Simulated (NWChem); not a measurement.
Species: NaCl; SMILES [Na][Cl]

Program: NWChem. Structure relaxed at the B3LYP/6-31G* (spherical d) level. Total energies compare along this basis series because the functional is fixed.

```tsv
level	basis functions	energy (Ha)	highest occupied level (eV)	orbital gap (eV)	dipole (D)
PBE0/3-21G	26	-619.0837	-6.28	4.43	9.35
PBE0/pcseg-1	28	-622.2818	-6.46	4.70	9.36
PBE0/aug-pcseg-1	41	-622.2867	-6.50	4.78	9.01
PBE0/pcseg-2	53	-622.3334	-6.46	4.70	8.96
PBE0/def2-TZVPP	74	-622.3210	-6.44	4.74	8.78
PBE0/def2-QZVP	116	-622.3424	-6.50	4.82	8.84
```
